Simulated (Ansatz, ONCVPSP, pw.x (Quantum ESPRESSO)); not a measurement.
**Ge (Z = 32): one change to the ONCV potential, in the atom and in the diamond crystal**

Ge, optimised norm-conserving Vanderbilt (ONCV), made with ONCVPSP 4.0.1.1 (patched build) (PBE, scalar-relativistic). Core [Ar] 3d10, reference 4s2 4p2. Waves: 4s: rc 1.65 bohr, ncon 5, nbas 9, qcut 4.8 1/bohr, 1 projector; 4p: rc 2.30 bohr, ncon 3, nbas 7, qcut 2.9 1/bohr, 1 projector; d scattering state at 0.45 Ha: rc 2.25 bohr, ncon 3, nbas 7, qcut 3.7 1/bohr, 1 projector. Local part: polynomial inside 1.35 bohr (lpopt 5, dvloc0 0 Ha). Core correction: none.

Change: core correction Teter function, fcfact 2.25, rcfact 1.3.

Cutoffs, loose and tight: the cutoffs (Ha) at which the residual kinetic energy of the hardest occupied pseudo-wave falls to 1 and 0.1 mHa per electron. They do not see the model core or the augmentation charge, which bear on the density cutoff. Test errors are all-electron minus pseudo excitation energies from the reference, over the configurations 4s2 4p1; 4s2 4p0; 4s1 4p0; 4s1 4p2; variants that change the core or the reference have their own tests.

Crystal test: diamond Ge in pw.x 7.5, no spin, 8³ k-points, Fermi–Dirac smearing 0.01 Ry, cutoffs set for each file from its atomic test. The reference is all-electron LAPW (Ansatz 0.2.0) with the same functional, mesh and smearing; V0 and B0 come from Birch–Murnaghan fits to the pressures at five volumes. Errors are pseudo minus all-electron; Δ is the rms difference of the E(V) curves that follow from these fits, minima aligned, over ±6 % about the mean V0. Mesh and smearing are coarse, so the numbers serve the comparison and aren't converged zero-temperature values; the lattice is a test structure that the element need not adopt.

All-electron: a0 = 5.765 Å (V0 = 23.95 Å³/atom), B0 = 57.6 GPa.

Q: Does the change bring the crystal closer to the all-electron result?

A: The mean pressure error goes from -0.34 to -0.83 GPa, so the change moves the solid further from the all-electron pressures.

```csv
quantity,base,changed
outcome (atom),generated,generated
"cutoff, loose (atom)",8.8 Ha,8.8 Ha
"cutoff, tight (atom)",12 Ha,12 Ha
bound ghosts (atom),none,none
largest test error (meV) (atom),+69,-70
cutoffs in pw.x (Ry),35/140,50/200
a0 (Å),5.754,5.738
a0 error (%),-0.19,-0.47
B0 error (%),+1.2,+4.3
Δ (meV/atom),1.8,4.3
mean pressure error (GPa),-0.34,-0.83
```

Base: The generator flags a localised state at positive energy (s at 17 eV). Changed file: The generator flags a localised state at positive energy (s at 17 eV).
